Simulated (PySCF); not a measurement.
CuH (singlet state).
SMILES: `[CuH]`

All values: wB97X-D/def2-SVPD (PySCF, non-relativistic), on one gas-phase PBE0-D3(BJ)/def2-SVP geometry that isn't relaxed in the solvent. The solvent is an IEF-PCM continuum (cavity from Bondi-type radii × 1.2), and excitations are vertical TDDFT with non-equilibrium linear response and a frozen core. Specific hydrogen bonds and non-electrostatic terms are outside this model.

```
run  E − E(gas) (kcal/mol)  HOMO (eV)  HOMO–LUMO gap (eV)  dipole (D)  lowest singlet (eV)  static polarisability (au)
gas                   0.00      -8.26                8.08        3.25                 2.98                        32.5
  P                 -11.02      -7.89                8.77        4.87                 3.51                        40.6
  Q                 -13.67      -7.86                8.93        5.19                 3.64                        42.7
```

Question: The runs were made in acetonitrile and tetrahydrofuran. Which run belongs to which solvent?

Answer: P = tetrahydrofuran, Q = acetonitrile. The dielectric constants are 7.426 (tetrahydrofuran), 35.69 (acetonitrile), and the energy falls further as ε rises. The optical constants n² used for the excitations are 1.97, 1.81 in the same order. In this model the ground state sees the solvent through ε alone.

Question: How constant is the ratio of the lowering to (ε − 1)/(2ε + 1)?

Answer: 
```tsv
solvent	(ε − 1)/(2ε + 1)	E − E(gas) (kcal/mol)	ratio (kcal/mol)	polarisation term (kcal/mol)
tetrahydrofuran	0.405	-11.02	-27.2	-15.32
acetonitrile	0.479	-13.67	-28.5	-20.02
```

The ratio changes by +4.9 % in size from tetrahydrofuran to acetonitrile. The polarisation term is half the interaction of the solute with the induced surface charges.

wB97X-D is run here without its empirical dispersion term; that term would change no orbital, density or response property at a fixed geometry.
